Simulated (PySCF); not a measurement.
A side-by-side comparison of computed properties.

First species: CH11NSi3.
SMILES: `CN[SiH]([SiH3])[SiH3]`

Second species: thiopropynal, C₃H₂S.
SMILES: `C#CC=S`

Levels: CAM-B3LYP/def2-SVPD for dipole moment, HOMO energy, LUMO energy, HOMO–LUMO gap, static isotropic polarisability and electronic spatial extent ⟨r²⟩ about the centre of nuclear charge; TDDFT CAM-B3LYP/def2-SVPD for lowest singlet excitation; TDA CAM-B3LYP/def2-SVPD for lowest triplet excitation (Tamm–Dancoff); GFN2-xTB for rotational constant A and rotational constant C. Geometries: GFN2-xTB. Each species is one conformer at its optimised geometry, gas phase, non-relativistic unless stated; the electronic structure was computed with PySCF and density fitting.

The conformers computed, where there is a choice (atom-mapped SMILES and torsion angles):
- `[CH3:1][NH:2][SiH:3]([SiH3:4])[SiH3:5]`: C1–N2–Si3–Si4 53°

Task: Which of the two has the higher static isotropic polarisability, and by how much?

Result: The first: 108.3 au against 59.0 au, a difference of 49.3 au.

Task: Which has the higher T1 energy?

Result: The first: 4.98 eV against 1.51 eV, a difference of 3.47 eV.

Task: Which of the two has the higher HOMO energy, and by how much?

Result: The first: -8.13 eV against -8.23 eV, a difference of 0.10 eV.

Task: Which has the higher S1 energy?

Result: The first: 5.28 eV against 2.00 eV, a difference of 3.28 eV.

Task: Which of the two has the higher dipole moment, and by how much?

Result: The second: 2.25 D against 1.42 D, a difference of 0.83 D.

Task: Which has the higher LUMO energy?

Result: The first: 0.43 eV against -2.10 eV, a difference of 2.53 eV.

Task: Which has the higher rotational constant A?

Result: The second: 39.279 GHz against 2.388 GHz, a difference of 36.891 GHz.

Task: Which has the higher ⟨r²⟩?

Result: The first: 1210 bohr² against 394 bohr², a difference of 816 bohr².

On the first: The polarisability is 16.04 Å³ as a volume (1 au = 0.148185 Å³), or 1.64 au for each of the 66 electrons. No computed singlet falls in the visible range (750 to 380 nm, 1.65 to 3.26 eV); S1 lies 2.02 eV above its blue end.

On the second: The vertical singlet–triplet gap S1 − T1 is 0.49 eV (TDDFT singlet less Tamm–Dancoff triplet; S1: HOMO→LUMO, weight 0.99; T1: HOMO→LUMO, weight 0.98). S1 lies 4.13 eV below the HOMO–LUMO gap; its leading configuration is HOMO→LUMO, weight 0.99.
